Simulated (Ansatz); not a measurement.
# BH4O (doublet): wave-function methods side by side at distance O1–H3 along a hydrogen transfer = 1.314 Å, cc-pVDZ

How much of the correlation energy of BH4O (doublet) does each wave-function method recover here?

Computed with Ansatz 0.2.0, Gaussian basis. Level: cc-pVDZ, core rule «outside noble gas», up to 2 orbitals frozen.

The runs, in order: UHF; CCSD(T) on ROHF; CCSD(T) on UHF; BCCD(T) on ROHF; CISD; CCSDT(Q) on ROHF; CCSDT(Q) on UHF; CASSCF and MRCISD+Q, 3 electrons in 3 orbitals; CASSCF and NEVPT2, 3 electrons in 3 orbitals.

6 further runs of the same task are left out: 1 for a mislabelled method, 4 that didn't finish, 1 set aside as unsound or not needed.

## Step 1: The system

The geometry derives from fragments relaxed apart (PBE0/def2-TZVP) and kept rigid, so it is no stationary point. A hydrogen atom is moved between rigid fragments.

6 atoms, charge 0, spin multiplicity 2.

Atoms are counted from 1 here; the program's logs count them from 0.

Bond lengths: O1–H2 0.960 Å, H3–B4 1.435 Å, B4–H5 1.191 Å, B4–H6 1.191 Å. Angles: H3–B4–H5 115.3°, H3–B4–H6 115.3°, H5–B4–H6 129.4°.

Geometry (Å):

```
O    -1.2113   -0.0303    0.0000
H    -1.4607    0.8963    0.0000
H     0.1027   -0.0303    0.0000
B     1.5377   -0.0303    0.0000
H     2.0467   -0.0303    1.0770
H     2.0467   -0.0303   -1.0770
```

## Step 2: UHF

Input file in.yaml:

```yaml
crystal:
  periodic: [false, false, false]
  atoms:
    - {symbol: O, position_ang: [-1.211344, -0.030281, 0.000000]}
    - {symbol: H, position_ang: [-1.460654, 0.896295, 0.000000]}
    - {symbol: H, position_ang: [0.102656, -0.030281, 0.000000]}
    - {symbol: B, position_ang: [1.537656, -0.030281, 0.000000]}
    - {symbol: H, position_ang: [2.046729, -0.030281, 1.077008]}
    - {symbol: H, position_ang: [2.046729, -0.030281, -1.077009]}
basis:
  gaussian: {orbitals: cc-pVDZ}
magnetization: {spin_polarized: true, initial_magnetization: 1}
hamiltonian: {xc: hf}
output: {orbitals: {seedname: orbitals}}
```

Started as:

```console
> ansatz run in.yaml --threads 1 --pin off --events-out ev --progress --plain --max-ram 2393MiB
```

After this run come: CCSD(T) on ROHF; CCSD(T) on UHF; BCCD(T) on ROHF; CISD; CCSDT(Q) on ROHF; CCSDT(Q) on UHF; CASSCF and MRCISD+Q, 3 electrons in 3 orbitals; CASSCF and NEVPT2, 3 electrons in 3 orbitals.

**Question.** What will the summary of the whole plan be? Wanted: UCCSDT(Q) below the RHF energy; RMP2 from UCCSDT(Q); UMP2 from UCCSDT(Q); RCCSD from UCCSDT(Q); RCCSD(T) from UCCSDT(Q); UCCSD(T) from UCCSDT(Q); RCCSDT(Q) from UCCSDT(Q); NEVPT2 pair from UCCSDT(Q); MRCISD+Q pair from UCCSDT(Q).

As calculated:

```
                         quantity                                                   value
   UCCSDT(Q) below the RHF energy                                              -8.8845 eV
              RMP2 from UCCSDT(Q)                                             +1167.5 meV
              UMP2 from UCCSDT(Q)                                             +1215.4 meV
             RCCSD from UCCSDT(Q)                                              +211.3 meV
          RCCSD(T) from UCCSDT(Q)                                               +40.7 meV
          UCCSD(T) from UCCSDT(Q)                                               +40.8 meV
         RCCSDT(Q) from UCCSDT(Q)                                                +0.2 meV
       NEVPT2 pair from UCCSDT(Q)                                             +1045.9 meV
     MRCISD+Q pair from UCCSDT(Q)                                              +116.1 meV
levels within 1 kcal/mol (43 meV)  RCCSD(T), UCCSD(T), BCCD(T), RCCSDT, UCCSDT, RCCSDT(Q)
                    T1 diagnostic                                                   0.034
```

In words: RCCSD(T) lands +40.7 meV from the yardstick (0.5 % of the correlation energy). Of the multireference levels listed MRCISD+Q pair comes nearest in total energy (+116.1 meV), which doesn't show that its space is the better one. These misses are within one basis, not against nature; the frozen cores of restricted and unrestricted runs differ, which can shift their rows.
